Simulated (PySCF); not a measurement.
diphosphorus (P₂), SMILES P#P. Atoms are numbered in the order given.

```xyz
2

P      0.0000     0.0000    -0.9442
P      0.0000     0.0000     0.9442
```
Charge 0, spin multiplicity 1.

Coordinates come from a B3LYP-D3(BJ)/def2-TZVPD optimisation.

Calculation: M06-2X/def2-TZVPD in PySCF.

Gas-phase values at a fixed geometry.

Computed frontier levels, gap, dipole moment and polarisability:
```json
{
  "highest_occupied_level": "-9.00 eV",
  "lowest_empty_level": "-1.69 eV",
  "orbital_gap": "7.31 eV",
  "dipole_moment": "0.00 D",
  "quadrupole, principal values (traceless, Buckingham form, about the centre of nuclear charge)": "-0.60, -0.60, 1.19 D·Å",
  "mean_static_polarisability": "49.3 bohr³ (7.31 Å³)",
  "polarisability_principal_values": "39.8, 39.8, 68.5 bohr³"
}
```
